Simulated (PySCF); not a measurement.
PySCF input (CCSD(T)/cc-pVDZ):

```python
from pyscf import gto, scf, mp, cc as ccmod

mol = gto.M(
    atom='''
    S     0.10491123   -0.00079548    0.04460729
    H    -0.32425306    0.99411402   -0.77358955
    H    -0.34497428   -0.99733403   -0.76036906
    H    -1.00935239    0.01594770    0.82024201
    ''',
    basis='cc-pvdz',
    charge=1,
    spin=0,
    verbose=4,
)

mf = scf.RHF(mol)
mf.conv_tol = 1e-10
mf.max_cycle = 100
mf.kernel()
mp2 = mp.MP2(mf, frozen=5).run()
cc = ccmod.CCSD(mf, frozen=5)
cc.max_cycle = 100
cc.kernel()
et = cc.ccsd_t()
print(f'E(CCSD(T)) = {cc.e_tot + et:.9f}')
```

Output:

```
PySCF version 2.14.0

[INPUT] verbose = 4
[INPUT] num. atoms = 4
[INPUT] num. electrons = 18
[INPUT] charge = 1
[INPUT] spin (= nelec alpha-beta = 2S) = 0
[INPUT] symmetry False subgroup None
[INPUT] Mole.unit = angstrom
[INPUT] Symbol           X                Y                Z      unit          X                Y                Z       unit  Magmom
[INPUT]  1 S      0.104911230000  -0.000795480000   0.044607290000 AA    0.198253492091  -0.001503239338   0.084295561259 Bohr   0.0
[INPUT]  2 H     -0.324253060000   0.994114020000  -0.773589550000 AA   -0.612749478452   1.878603234390  -1.461872382326 Bohr   0.0
[INPUT]  3 H     -0.344974280000  -0.997334030000  -0.760369060000 AA   -0.651906909219  -1.884688171409  -1.436889276993 Bohr   0.0
[INPUT]  4 H     -1.009352390000   0.015947700000   0.820242010000 AA   -1.907399580275   0.030136785317   1.550032754763 Bohr   0.0

nuclear repulsion = 19.5049682816381
number of shells = 14
number of NR pGTOs = 62
number of NR cGTOs = 33
basis = cc-pvdz
ecp = {}

******** <class 'pyscf.scf.hf.RHF'> ********
method = RHF
initial guess = minao
damping factor = 0
level_shift factor = 0
DIIS = <class 'pyscf.scf.diis.CDIIS'>
diis_start_cycle = 1
diis_space = 8
diis_damp = 0
SCF conv_tol = 1e-10
SCF conv_tol_grad = None
SCF max_cycles = 100
direct_scf = True
direct_scf_tol = 1e-13
Set gradient conv threshold to 1e-05
Initial guess from minao.
init E= -399.18477928778
  HOMO = -0.431706243057853  LUMO = 0.0913147789785571  gap/eV = 14.23213
cycle= 1 E= -398.931083728759  delta_E= 0.254  |g|= 0.312  |ddm|= 1.39
  HOMO = -0.819947369794741  LUMO = -0.141826718718669  gap/eV = 18.45260
cycle= 2 E= -398.97060369225  delta_E= -0.0395  |g|= 0.074  |ddm|= 0.382
  HOMO = -0.783556051255062  LUMO = -0.106071876553212  gap/eV = 18.43528
cycle= 3 E= -398.97271162035  delta_E= -0.00211  |g|= 0.0207  |ddm|= 0.0688
  HOMO = -0.787120180484989  LUMO = -0.104541724103964  gap/eV = 18.57391
cycle= 4 E= -398.9729788545  delta_E= -0.000267  |g|= 0.00419  |ddm|= 0.0259
  HOMO = -0.786702181855897  LUMO = -0.104108302369836  gap/eV = 18.57433
cycle= 5 E= -398.97299179099  delta_E= -1.29e-05  |g|= 0.000938  |ddm|= 0.00636
  HOMO = -0.787139046544383  LUMO = -0.104249034668317  gap/eV = 18.58238
cycle= 6 E= -398.972992252279  delta_E= -4.61e-07  |g|= 0.000126  |ddm|= 0.00162
  HOMO = -0.787133329882102  LUMO = -0.104237979520115  gap/eV = 18.58253
cycle= 7 E= -398.972992262886  delta_E= -1.06e-08  |g|= 1.75e-05  |ddm|= 0.000273
  HOMO = -0.787137291449607  LUMO = -0.10423876627332  gap/eV = 18.58262
cycle= 8 E= -398.972992263126  delta_E= -2.4e-10  |g|= 2.64e-06  |ddm|= 3.77e-05
  HOMO = -0.787136837158421  LUMO = -0.104238341487741  gap/eV = 18.58261
cycle= 9 E= -398.972992263133  delta_E= -7.05e-12  |g|= 3.29e-07  |ddm|= 6.93e-06
  HOMO = -0.787136850297201  LUMO = -0.104238343035681  gap/eV = 18.58261
Extra cycle  E= -398.972992263134  delta_E= -1.36e-12  |g|= 1.11e-07  |ddm|= 5.75e-07
converged SCF energy = -398.972992263134

******** <class 'pyscf.mp.mp2.RMP2'> ********
nocc = 4, nmo = 28
frozen orbitals 5
E(RMP2) = -399.119612173256  E_corr = -0.146619910121638
E(SCS-RMP2) = -399.124645965707  E_corr = -0.151653702572551
E_corr(same-spin) = -0.0280271418154788
E_corr(oppo-spin) = -0.11859276830616

******** <class 'pyscf.cc.ccsd.CCSD'> ********
CC2 = 0
CCSD nocc = 4, nmo = 28
frozen orbitals 5
max_cycle = 100
direct = 0
conv_tol = 1e-07
conv_tol_normt = 1e-05
diis_space = 6
diis_start_cycle = 0
diis_start_energy_diff = 1e+09
Init t2, MP2 energy = -399.119612173241  E_corr(MP2) -0.146619910106553
Init E_corr(CCSD) = -0.14661991010656
cycle = 1  E_corr(CCSD) = -0.166137656004877  dE = -0.0195177459  norm(t1,t2) = 0.0360283
cycle = 2  E_corr(CCSD) = -0.170757973820804  dE = -0.00462031782  norm(t1,t2) = 0.0126188
cycle = 3  E_corr(CCSD) = -0.173010746797159  dE = -0.00225277298  norm(t1,t2) = 0.0052503
cycle = 4  E_corr(CCSD) = -0.172989734288065  dE = 2.10125091e-05  norm(t1,t2) = 0.000801999
cycle = 5  E_corr(CCSD) = -0.172969885970583  dE = 1.98483175e-05  norm(t1,t2) = 0.000221445
cycle = 6  E_corr(CCSD) = -0.172976466122522  dE = -6.58015194e-06  norm(t1,t2) = 6.94542e-05
cycle = 7  E_corr(CCSD) = -0.172975563973544  dE = 9.02148978e-07  norm(t1,t2) = 1.28884e-05
cycle = 8  E_corr(CCSD) = -0.172975531842138  dE = 3.21314059e-08  norm(t1,t2) = 2.43663e-06
CCSD converged
E(CCSD) = -399.1459677949762  E_corr = -0.172975531842138
CCSD(T) correction = -0.00376517478771456
E(CCSD(T)) = -399.149732970
```
